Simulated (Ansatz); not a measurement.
Here is an Ansatz input file for C5H7N, SMILES C=C1CC1C=N. Write the same calculation for the Python package.

```yaml
crystal:
  periodic: [false, false, false]
  atoms:
    - { symbol: C, position_ang: [1.5778, 1.0771, 0.1968] }
    - { symbol: C, position_ang: [0.7942, 0.0544, -0.064] }
    - { symbol: C, position_ang: [0.6747, -1.3475, -0.0588] }
    - { symbol: C, position_ang: [-0.4665, -0.3708, -0.5354] }
    - { symbol: C, position_ang: [-1.6188, -0.1297, 0.3462] }
    - { symbol: "N", position_ang: [-2.2174, 1.0119, 0.3296] }
    - { symbol: H, position_ang: [1.2427, 2.0957, 0.0344] }
    - { symbol: H, position_ang: [2.5781, 0.9284, 0.5889] }
    - { symbol: H, position_ang: [1.2247, -1.892, -0.814] }
    - { symbol: H, position_ang: [0.5805, -1.8291, 0.9048] }
    - { symbol: H, position_ang: [-0.646, -0.303, -1.6012] }
    - { symbol: H, position_ang: [-1.9674, -0.9434, 1.003] }
    - { symbol: H, position_ang: [-1.7567, 1.648, -0.3303] }
basis:
  gaussian:
    orbitals: def2-SVP
hamiltonian:
  xc: r2scan
relax:
  f_tol: 0.01
```

`opt_c5h7n.py`
```python
import itertools

import ansatz
from ase.data import atomic_numbers, covalent_radii
import numpy as np
import pandas as pd


def main() -> None:
    geometry_ang = [
        ("C", (1.5778, 1.0771, 0.1968)),
        ("C", (0.7942, 0.0544, -0.064)),
        ("C", (0.6747, -1.3475, -0.0588)),
        ("C", (-0.4665, -0.3708, -0.5354)),
        ("C", (-1.6188, -0.1297, 0.3462)),
        ("N", (-2.2174, 1.0119, 0.3296)),
        ("H", (1.2427, 2.0957, 0.0344)),
        ("H", (2.5781, 0.9284, 0.5889)),
        ("H", (1.2247, -1.892, -0.814)),
        ("H", (0.5805, -1.8291, 0.9048)),
        ("H", (-0.646, -0.303, -1.6012)),
        ("H", (-1.9674, -0.9434, 1.003)),
        ("H", (-1.7567, 1.648, -0.3303)),
    ]
    geometry = ansatz.Crystal.molecule()
    for symbol, xyz in geometry_ang:
        geometry = geometry.atom(symbol, xyz)

    setup = geometry.calculation()
    setup = setup.basis(gaussian="def2-SVP")
    setup = setup.functional("r2scan")
    symbols = [site.symbol for site in geometry.cartesian_sites]
    start = np.array([site.position_ang for site in geometry.cartesian_sites], dtype=float)
    report = setup.relax(force_tolerance=0.01).run(threads=1, pin="off").report
    end = np.array(report["positions_ang"])

    print("reference energy %16.6f eV" % report["reference_energy_ev"])
    print("total energy     %16.6f eV" % report["free_energy_ev"])
    print("occupied orbitals outside the frozen core (up, down):", report["n_occupied"], " frozen:", report["n_frozen"], " virtual:", report["n_virtual"])

    radius = [covalent_radii[atomic_numbers[s]] for s in symbols]
    span = lambda where, i, j: np.linalg.norm(where[i] - where[j])
    bonded = [(i, j) for i, j in itertools.combinations(range(len(symbols)), 2) if min(span(start, i, j), span(end, i, j)) < 1.2 * (radius[i] + radius[j])]
    print("pair        before    after (A)")
    for i, j in bonded:
        print(f"{symbols[i]}{i}-{symbols[j]}{j}".ljust(10), f"{span(start, i, j):8.4f} {span(end, i, j):8.4f}")

    charges = report["charge_distribution"]
    table = pd.DataFrame({"atom": symbols, "mulliken": charges["mulliken_charges_e"], "lowdin": charges["lowdin_charges_e"]})
    print(table.round(3).to_string())
    print("dipole (e A):", np.round(charges["dipole_moment_e_ang"], 4) + 0.0)
    with open("c5h7n_opt.xyz", "w") as handle:
        handle.write(f"{len(symbols)}\nrelaxed C5H7N\n")
        handle.writelines(f"{s:2s} {x:11.6f} {y:11.6f} {z:11.6f}\n" for s, (x, y, z) in zip(symbols, end))


if __name__ == "__main__":
    main()
```

Output of `python opt_c5h7n.py`:
```text
reference energy     -6777.530744 eV
total energy         -6777.530744 eV
occupied orbitals outside the frozen core (up, down): [22, 22]  frozen: 0  virtual: [97, 97]
pair        before    after (A)
C0-C1        1.3145   1.3266
C0-H6        1.0845   1.0947
C0-H7        1.0846   1.0950
C1-C2        1.4070   1.4520
C1-C3        1.4115   1.4788
C2-C3        1.5759   1.5493
C2-H8        1.0813   1.0964
C2-H9        1.0814   1.0979
C3-C4        1.4708   1.4842
C3-H10       1.0829   1.0994
C4-N5        1.2891   1.2731
C4-H11       1.1023   1.1078
N5-H12       1.0258   1.0299
   atom  mulliken  lowdin
0     C    -0.091   0.034
1     C    -0.064  -0.117
2     C    -0.009   0.038
3     C    -0.158  -0.082
4     C     0.031  -0.060
5     N    -0.151   0.073
6     H     0.053   0.016
7     H     0.052   0.015
8     H     0.080   0.031
9     H     0.074   0.027
10    H     0.054   0.030
11    H     0.027   0.005
12    H     0.102  -0.010
dipole (e A): [ 0.4596 -0.1582 -0.2482]
```

Notes:
- Total energies depend on the basis set; only differences at equal settings carry meaning.
- The end point is the stationary point reached from this start; no frequency run checks that it is a minimum, and the basis set is modest.
- The Löwdin charges here are taken after orthogonalising the functions within each atom; they differ from plain Löwdin charges, and their signs can be unphysical.
- The whole script took 2 min on 1 thread of Arm Neoverse V2 (shared host), peak memory 0.29 GiB.

(Lines on the test bed's own set-up are left out of the output.)
